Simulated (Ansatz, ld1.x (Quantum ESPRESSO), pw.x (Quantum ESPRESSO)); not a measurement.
# From atom to crystal: PAW potential for beryllium

Be (Z = 4), PAW, made with ld1.x (Quantum ESPRESSO) 7.5 (PBEsol, scalar-relativistic). Core [He], reference 2s1.75 2p0.25. Waves: 2s (bound): rcut 2.00, rcutus 2.40 bohr; 2s channel at 0.65 Ry: rcut 2.00, rcutus 2.40 bohr; 2p (bound): rcut 2.20, rcutus 3.00 bohr; 2p channel at 1.95 Ry: rcut 2.20, rcutus 3.00 bohr; 3d channel at 0.05 Ry: rcut 2.15, rcutus 2.75 bohr; 3d channel at 1.1 Ry: rcut 2.15, rcutus 2.75 bohr. Local part: all-electron potential smoothed inside 1.90 bohr (lloc = -2). Core correction: Bessel-smoothed model core inside 1.70 bohr. Augmentation charge: PSQ, radius 2.15 bohr.

Atomic tests: cutoffs needed: 6 Ry and 6 Ry (the cutoffs (Ry, on a coarse ladder) from which the occupation-weighted sum of valence levels, in a spherical-Bessel basis at the reference potential, stays within 10 and 1 mRy of its value at 400 Ry); ghost test: no extra level below or beside the all-electron valence levels (s, p, d, f tested) (spherical-Bessel basis up to 400 Ry, 20 bohr box); largest excitation error: -7.8 meV (all-electron minus pseudo) for 2s0 2p1, out of 6 test configurations.

Crystal test: bcc Be in pw.x 7.5, no spin, 18³ k-points, Fermi–Dirac smearing 0.01 Ry, cutoffs 40/320 Ry. The reference is all-electron LAPW (Ansatz 0.2.0) with the same functional, mesh and smearing; V0 and B0 come from Birch–Murnaghan fits to the pressures at five volumes. Errors are pseudo minus all-electron; Δ is the rms difference of the E(V) curves that follow from these fits, minima aligned, over ±6 % about the mean V0. Mesh and smearing are coarse, so the numbers serve the comparison and aren't converged zero-temperature values; the lattice is a test structure that the element need not adopt.

| V (Å³/atom) | P all-electron (GPa) | P pseudo (GPa) |
| --- | --- | --- |
| 7.360 | 6.91 | 10.23 |
| 7.553 | 3.26 | 7.17 |
| 7.747 | 0.00 | 4.47 |
| 7.941 | -2.92 | 2.07 |
| 8.134 | -5.53 | -0.09 |

All-electron: a0 = 2.493 Å (V0 = 7.75 Å³/atom), B0 = 123.4 GPa.

Pseudopotential: mean pressure error (GPa): +4.42; a0 (Å): 2.533; a0 error (%): +1.60; B0 error (%): -30.7; Δ (meV/atom): 8.6. The largest radius (3.00 bohr) exceeds half the bond length (2.04 bohr), so the spheres overlap, which is one possible source of error among others. This is a poor potential for the solid.

**Question.** At the middle volume, how do free energy and pressure move when the wave cutoff is lowered (ecutrho held at 320 Ry)?

**Answer.**

```json
{"cutoff (Ry)": "18", "shift of F (meV/atom)": "+32.1", "shift of P (GPa)": "+0.93"}
{"cutoff (Ry)": "24", "shift of F (meV/atom)": "+11.6", "shift of P (GPa)": "-1.01"}
{"cutoff (Ry)": "32", "shift of F (meV/atom)": "+2.1", "shift of P (GPa)": "+0.14"}
```

Input at the middle volume:

```
&control
  calculation='scf', prefix='x', pseudo_dir='./', outdir='./tmp', tstress=.true., disk_io='none'
/
&system
  ibrav=0, nat=1, ntyp=1, ecutwfc=40, ecutrho=320, nbnd=8,
  occupations='smearing', smearing='fd', degauss=0.01
/
&electrons
  conv_thr=1e-09, mixing_beta=0.4, electron_maxstep=70
/
ATOMIC_SPECIES
Be 1.0 Be.UPF
CELL_PARAMETERS angstrom
  -1.24649686 1.24649686 1.24649686
  1.24649686 -1.24649686 1.24649686
  1.24649686 1.24649686 -1.24649686
ATOMIC_POSITIONS crystal
Be 0.0000 0.0000 0.0000
K_POINTS automatic
18 18 18 0 0 0
```

```bash
pw.x < Be.scf.in > Be.scf.out
```

Lines of the output:

```
Message from routine setup:
     using ibrav=0 with symmetry is DISCOURAGED, use correct ibrav instead
     lattice parameter (alat)  =       4.0799  a.u.
     unit-cell volume          =      52.2793 (a.u.)^3
     number of electrons       =         2.00
     number of Kohn-Sham states=            8
     kinetic-energy cutoff     =      40.0000  Ry
     charge density cutoff     =     320.0000  Ry
     scf convergence threshold =      1.0E-09
     Exchange-correlation= SLA  PW   PSX  PSC
     number of k points=   195  Fermi-Dirac smearing, width (Ry)=  0.0100
     iteration #  1     ecut=    40.00 Ry     beta= 0.40
     total energy              =      -6.58933500 Ry
     estimated scf accuracy    <       0.00219834 Ry
     iteration #  2     ecut=    40.00 Ry     beta= 0.40
     negative rho (up, down):  2.218E-03 0.000E+00
     total energy              =      -6.58722857 Ry
     estimated scf accuracy    <       0.00080364 Ry
     iteration #  3     ecut=    40.00 Ry     beta= 0.40
     negative rho (up, down):  2.217E-03 0.000E+00
     total energy              =      -6.58725680 Ry
     estimated scf accuracy    <       0.00000005 Ry
     iteration #  4     ecut=    40.00 Ry     beta= 0.40
     negative rho (up, down):  2.241E-03 0.000E+00
     total energy              =      -6.58725675 Ry
     estimated scf accuracy    <       0.00000002 Ry
     iteration #  5     ecut=    40.00 Ry     beta= 0.40
     negative rho (up, down):  2.255E-03 0.000E+00
     total energy              =      -6.58725671 Ry
     estimated scf accuracy    <          4.4E-09 Ry
     iteration #  6     ecut=    40.00 Ry     beta= 0.40
     negative rho (up, down):  2.257E-03 0.000E+00
     the Fermi energy is     9.1969 ev
!    total energy              =      -6.58725671 Ry
     estimated scf accuracy    <          7.9E-11 Ry
     smearing contrib. (-TS)   =      -0.00061949 Ry
     convergence has been achieved in   6 iterations
     negative rho (up, down):  2.257E-03 0.000E+00
          total   stress  (Ry/bohr**3)                   (kbar)     P=       44.71
     Message from routine punch:
     Nothing written, as per user request (disk_io='none')
```

The run at the middle volume (195 k-points, 6 iterations) took about 6.7 s on one core of a shared host (Neoverse-V1, 32 threads, 247 GiB, load 14).
